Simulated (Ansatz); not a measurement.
**CH₃BSi (SMILES B1C=[SiH]1): one structure at several levels**

How do the functionals fare away from a minimum? The structure is a structure displaced at random from a GFN2-xTB minimum.

Computed with Ansatz 0.2.0, Gaussian basis. Level: single points in def2-TZVPP.

Correlated methods freeze the cores.

### 1 Starting geometry

SMILES `B1C=[SiH]1`, 6 atoms, charge 0, spin multiplicity 1.

Atoms are counted from 1 here; the program's logs count them from 0.

Bond lengths: B1–C2 1.480 Å, B1–Si3 1.879 Å, B1–H4 1.155 Å, C2–Si3 1.786 Å, C2–H5 1.073 Å, Si3–H6 1.602 Å. Angles: C2–B1–Si3 63.0°, C2–B1–H4 149.7°, Si3–B1–H4 147.0°, B1–C2–Si3 69.5°, B1–C2–H5 143.8°, Si3–C2–H5 145.0°, B1–Si3–C2 47.5°, B1–Si3–H6 173.9°, C2–Si3–H6 126.6°.

Coordinates:

```xyz
6
charge 0, multiplicity 1
B    -0.7390   -0.6333   -0.4472
C     0.5049    0.1450   -0.6385
Si   -0.0194    0.2135    1.0679
H    -1.6189   -1.2316   -0.8954
H     1.1478    0.5816   -1.3789
H     0.7358    0.9578    2.2694
```

### 2 CCSD(T)/def2-TZVPP

The input, run/in.yaml:

```yaml
crystal:
  periodic: [false, false, false]
  atoms:
    - {symbol: B, position_ang: [-0.739000, -0.633300, -0.447200]}
    - {symbol: C, position_ang: [0.504900, 0.145000, -0.638500]}
    - {symbol: Si, position_ang: [-0.019400, 0.213500, 1.067900]}
    - {symbol: H, position_ang: [-1.618900, -1.231600, -0.895400]}
    - {symbol: H, position_ang: [1.147800, 0.581600, -1.378900]}
    - {symbol: H, position_ang: [0.735800, 0.957800, 2.269400]}
basis:
  gaussian: {orbitals: def2-TZVPP}
correlation: {method: ccsd_t}
output: {forces: true}
```

No record of the launch command was kept for these runs.

### 3 PBE0-D4/def2-TZVPP

Edit run/in.yaml of step 2 so:

```diff
@@ -11,3 +11,3 @@
   gaussian: {orbitals: def2-TZVPP}
-correlation: {method: ccsd_t}
-output: {forces: true}
+hamiltonian: {xc: pbe0, dispersion: d4}
+output: {forces: true, orbitals: {seedname: orbitals}}
```

### 4 wB97M-V/def2-TZVPP

Edit run/in.yaml of step 3 so:

```diff
@@ -11,3 +11,3 @@
   gaussian: {orbitals: def2-TZVPP}
-hamiltonian: {xc: pbe0, dispersion: d4}
-output: {forces: true, orbitals: {seedname: orbitals}}
+hamiltonian: {xc: {name: wB97M-V}}
+output: {forces: true}
```

### 5 r2SCAN-D4/def2-TZVPP

Edit run/in.yaml of step 4 so:

```diff
@@ -11,3 +11,3 @@
   gaussian: {orbitals: def2-TZVPP}
-hamiltonian: {xc: {name: wB97M-V}}
+hamiltonian: {xc: r2scan, dispersion: d4}
 output: {forces: true}
```

### 6 PBE-D4/def2-TZVPP

Edit run/in.yaml of step 5 so:

```diff
@@ -11,3 +11,3 @@
   gaussian: {orbitals: def2-TZVPP}
-hamiltonian: {xc: r2scan, dispersion: d4}
+hamiltonian: {xc: pbe, dispersion: d4}
 output: {forces: true}
```

### 7 BLYP-D4/def2-TZVPP

Edit run/in.yaml of step 6 so:

```diff
@@ -11,3 +11,3 @@
   gaussian: {orbitals: def2-TZVPP}
-hamiltonian: {xc: pbe, dispersion: d4}
+hamiltonian: {xc: {name: BLYP}, dispersion: d4}
 output: {forces: true}
```

### 8 LC-wPBE/def2-TZVPP

Edit run/in.yaml of step 7 so:

```diff
@@ -11,3 +11,3 @@
   gaussian: {orbitals: def2-TZVPP}
-hamiltonian: {xc: {name: BLYP}, dispersion: d4}
+hamiltonian: {xc: {name: LC-wPBE}}
 output: {forces: true}
```

(Steps that only read results are left out.)

What does the calculation give? Wanted: energy less free atoms, CCSD(T)/def2-TZVPP; RMS force component; RMS force error; HOMO and LUMO, PBE0-D4; T1 diagnostic.

The runs gave:

| quantity | value |
| --- | --- |
| energy less free atoms, CCSD(T)/def2-TZVPP | -2004.7 kJ/mol |
| RMS force component | 0.716 to 0.891 eV/Å over the methods |
| RMS force error | PBE0-D4 0.243, wB97M-V 0.249, r2SCAN-D4 0.202, PBE-D4 0.186, BLYP-D4 0.133, LC-wPBE 0.428 eV/Å |
| HOMO and LUMO, PBE0-D4 | -7.10 and -1.68 eV |
| T1 diagnostic | 0.015 |

Against CCSD(T) the functionals' energies less atoms differ by -125.7 to -51.3 kJ/mol, PBE-D4 by -125.7 kJ/mol. CCSD(T) in triple zeta still lacks some correlation energy of the bonds, so part of these gaps is its own basis error and they don't rank the functionals. On forces the order runs from BLYP-D4 to LC-wPBE. Frozen-core CCSD(T) forces in triple zeta carry basis errors of their own, and this is one geometry, so small gaps rank nothing.
